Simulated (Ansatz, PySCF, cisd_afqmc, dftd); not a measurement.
System: C₂H₅NO, charge 0, singlet. C2H5NO (SMILES CC(N)=O).
B3LYP-D3(BJ)/def2-TZVP minimum from Ansatz (a program for electronic structure):
```
C
O 1 1.2153
N 1 1.3630 2 122.17
H 3 1.0031 1 122.48 2 -179.93
H 3 1.0062 4 119.15 1 -179.86
C 1 1.5156 2 122.10 3 -179.96
H 6 1.0899 1 108.49 2 -57.77
H 6 1.0899 7 109.20 1 124.50
H 6 1.0900 7 107.54 8 118.34
```
Charge 0, spin multiplicity 1.

Property: enthalpy of formation at 298 K (by atomisation, with ideal-gas terms from PySCF's Hessian at B3LYP-D3(BJ)/def2-TZVP and the atoms' measured values of the G2/97 table; no spin-orbit terms), in kJ/mol. UHF or UKS for unpaired electrons; spin-orbit terms are left out. Cores are frozen in correlated methods. Rows without X2C or -DK are non-relativistic. AFQMC is phaseless with a CISD trial state; ± is one standard error, without the phaseless bias. Outlying blocks are dropped, and bars are widened where a walk drifts. Over all cases where full CI ran beside it in this data, AFQMC minus full CI had a median of +0.1 mEh and passed +0.4 mEh in a tenth of the cases. CBS(X,Y): correlation extrapolated as X^-3, Hartree-Fock from the larger set. A bracket is a step between two methods taken in the basis named. Functionals run without relativity, which enters their misses. Double hybrids freeze cores in their MP2 part. '+ core + X2C': CCSD(T) terms for core correlation (cc-pwCVTZ) and scalar relativity (cc-pVTZ-DK). Where a partner has so few electrons that a lower coupled-cluster level is exact, that level stands in.

Measured: -57.0 kcal/mol, -238.5 kJ/mol (G2/97 table in ASE (Curtiss et al.)); atomic spin-orbit terms, which the calculations lack, would raise the computed values.

```tsv
level	program	enthalpy of formation at 298 K (kJ/mol)	error against that value
HF/cc-pVQZ	Ansatz	854.9	1093.4
PBE-D4/def2-TZVPD	Ansatz + dftd4	-357.6	-119.1
r2SCAN/def2-TZVPD	Ansatz	-238.3	0.2
B3LYP-D4/def2-TZVPD	Ansatz + dftd4	-247.6	-9.1
r2SCANh/def2-TZVPD	Ansatz	-206.8	31.7
CAM-B3LYP-D3(BJ)/def2-TZVPD	Ansatz + dftd3	-261.3	-22.8
B2GP-PLYP-D4/def2-TZVPD	Ansatz + dftd4	-188.0	50.5
MP2/cc-pVDZ	Ansatz	10.7	249.2
CCSD/cc-pVQZ	Ansatz	-118.7	119.8
CCSD(T)/cc-pVQZ	Ansatz	-185.9	52.6
CCSD(T)/CBS(cc-pVTZ,cc-pVQZ)	Ansatz	-225.8	12.7
CCSDT(Q)/cc-pVDZ	Ansatz	72.5	311.0
AFQMC/CISD/cc-pVTZ	cisd_afqmc	-125.1 ± 1.1	113.4
CCSD(T)/CBS(cc-pVTZ,cc-pVQZ) + [CCSDT(Q) - CCSD(T)]/cc-pVDZ + core + X2C	Ansatz	-240.2	-1.7
```
